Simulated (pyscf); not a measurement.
Structures and frequencies: ωB97X-D3(BJ)/def2-SVP in PySCF.

Question: For `[GaH2][AsH2]` + `[AsH3]` → `[AsH2][GaH][AsH2]` + `[H][H]`, a four-centre exchange (singlet surface; Ga–H, As–H broken, As–Ga, H–H formed), PBE/def2-TZVP gives ΔE‡ = 0.66 eV and ΔE = -0.50 eV (zero: the separated reactants). In which direction and how far do B3LYP-D3(BJ)/def2-TZVP, PBE0-D3(BJ)/def2-TZVP, ωB97M-D3(BJ)/def2-TZVP move these?

Answer: B3LYP-D3(BJ): ΔE‡ = 0.85 eV, ΔE = -0.50 eV; PBE0-D3(BJ): ΔE‡ = 0.68 eV, ΔE = -0.52 eV; ωB97M-D3(BJ): ΔE‡ = 0.98 eV, ΔE = -0.41 eV. PBE's barrier lies under all of them, by 0.02 to 0.32 eV. Its reaction energy lies among theirs. On the reactant side the descent ends in a complex (not fully relaxed), 0.23 eV under the separated species and 1.02 eV under the saddle at ωB97X-D3(BJ)/def2-TZVP. At the saddle there is also a short Ga–H contact that neither side keeps. At ωB97X-D3(BJ)/def2-TZVP the barrier from the zero used here is 0.79 eV. This is the saddle that the search found; another between the same sides may lie lower. Elements up to Kr have no core potential and no relativistic terms here.
